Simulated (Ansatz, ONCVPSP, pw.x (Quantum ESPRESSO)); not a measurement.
pw.x on fcc Ni: one setting changed

Potential: optimised norm-conserving Vanderbilt (ONCV), ONCVPSP 4.0.1, PBE; core [Ne], reference 3s2 3p6 3d8 4s2; waves: 3s+4s: rc 1.10 bohr, ncon 4, nbas 9, qcut 13.6 1/bohr, 2 projectors; 3p: rc 1.10 bohr, ncon 4, nbas 8, qcut 12.8 1/bohr, 2 projectors, debl 1.9 Ha; 3d: rc 1.50 bohr, ncon 4, nbas 8, qcut 11.8 1/bohr, 2 projectors, debl 2.3 Ha; local part: polynomial inside 0.70 bohr (lpopt 5, dvloc0 0 Ha); core correction: Teter function, fcfact 1.5, rcfact 1.15. In the p channel the program set the typed energies aside and used -2.623, 0.250 Ha.

The reference run (k-mesh 16³, cutoffs 155/620 Ry, Fermi–Dirac 0.01 Ry, mixing_beta 0.4, conv_thr 1e-9, no spin) gives -0.11 GPa at 10.905 Å³/atom, where all-electron LAPW gives -0.50 GPa. This run, with its own iteration cap, changes ecutrho/ecutwfc to 6.

```
&control
  calculation='scf', prefix='x', pseudo_dir='./', outdir='./tmp', tstress=.true., disk_io='none'
/
&system
  ibrav=0, nat=1, ntyp=1, ecutwfc=155, ecutrho=930, nbnd=17,
  occupations='smearing', smearing='fd', degauss=0.01
/
&electrons
  conv_thr=1e-09, mixing_beta=0.4, electron_maxstep=70
/
ATOMIC_SPECIES
Ni 1.0 Ni.UPF
CELL_PARAMETERS angstrom
  0.00000000 1.76007791 1.76007791
  1.76007791 0.00000000 1.76007791
  1.76007791 1.76007791 0.00000000
ATOMIC_POSITIONS crystal
Ni 0.0000 0.0000 0.0000
K_POINTS automatic
16 16 16 0 0 0
```

```bash
pw.x < Ni.scf.in > Ni.scf.out
```

**Question.** How does the run end?

**Answer.** It converges in 9 iterations; the free energy moves by +0.0 meV/atom and the pressure by +0.01 GPa. The result is that of the reference run.

```
Message from routine setup:
     using ibrav=0 with symmetry is DISCOURAGED, use correct ibrav instead
     lattice parameter (alat)  =       4.7038  a.u.
     unit-cell volume          =      73.5906 (a.u.)^3
     number of electrons       =        18.00
     number of Kohn-Sham states=           17
     kinetic-energy cutoff     =     155.0000  Ry
     charge density cutoff     =     930.0000  Ry
     scf convergence threshold =      1.0E-09
     Exchange-correlation= PBE
     number of k points=   145  Fermi-Dirac smearing, width (Ry)=  0.0100
     iteration #  1     ecut=   155.00 Ry     beta= 0.40
     total energy              =    -333.65197227 Ry
     estimated scf accuracy    <       0.00400978 Ry
     iteration #  2     ecut=   155.00 Ry     beta= 0.40
     total energy              =    -333.65258906 Ry
     estimated scf accuracy    <       0.00151409 Ry
     iteration #  3     ecut=   155.00 Ry     beta= 0.40
     total energy              =    -333.65275144 Ry
     estimated scf accuracy    <       0.00023567 Ry
     [... 3 iterations left out ...]
     iteration #  7     ecut=   155.00 Ry     beta= 0.40
     total energy              =    -333.65277050 Ry
     estimated scf accuracy    <       0.00000031 Ry
     iteration #  8     ecut=   155.00 Ry     beta= 0.40
     total energy              =    -333.65277051 Ry
     estimated scf accuracy    <       0.00000003 Ry
     iteration #  9     ecut=   155.00 Ry     beta= 0.40
     the Fermi energy is    18.0910 ev
!    total energy              =    -333.65277051 Ry
     estimated scf accuracy    <          1.2E-10 Ry
     smearing contrib. (-TS)   =      -0.01053766 Ry
     The total energy is F=E-TS. E is the sum of the following terms:
     one-electron contribution =    -174.23137330 Ry
     hartree contribution      =      98.47364854 Ry
     xc contribution           =     -34.57329512 Ry
     ewald contribution        =    -223.31121297 Ry
     convergence has been achieved in   9 iterations
          total   stress  (Ry/bohr**3)                   (kbar)     P=       -1.02
     Message from routine punch:
     Nothing written, as per user request (disk_io='none')
```

The run took about 73 s on one core of a shared server CPU.
